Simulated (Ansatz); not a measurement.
This geometry of CH2F2 + H (6 atoms, charge 0, multiplicity 2) is a first-order saddle point.

Theory: UKS B3LYP/def2-SVP in Ansatz 0.2.0.

```xyz
6
Properties=species:S:1:pos:R:3
H 0.857 -0.371 0.108
C -0.372 0.175 -0.120
F -1.279 -0.726 0.261
F -0.458 1.275 0.628
H 1.704 -0.757 0.320
H -0.451 0.405 -1.198
```

Q: Which two structures does it join? (They come from a converged band through this point; their orientation in space is the band's.)

A: Bonds broken: H1–C2. Bonds formed: H1–H5. CH2F2 + H becomes CHF2 + H2.

Initial state:

```xyz
6
Properties=species:S:1:pos:R:3
H 0.486 -0.195 -0.003
C -0.517 0.243 -0.164
F -1.455 -0.651 0.219
F -0.634 1.361 0.587
H 2.805 -1.264 0.587
H -0.684 0.506 -1.225
```

Final state:

```xyz
6
Properties=species:S:1:pos:R:3
H 1.839 -0.818 0.348
C -0.875 0.377 -0.090
F -1.886 -0.451 0.124
F -1.070 1.552 0.489
H 2.544 -1.096 0.271
H -0.552 0.437 -1.142
```

Q: How far does it lie above each of them?

A: 0.257 eV above the first and 0.421 eV above the second. This is the barrier of this one path; another mechanism may lie lower.

Time of the run: 90 s on 1 thread of Intel(R) Xeon(R) 6975P-C (Granite Rapids) (shared host), peak memory 0.14 GiB.
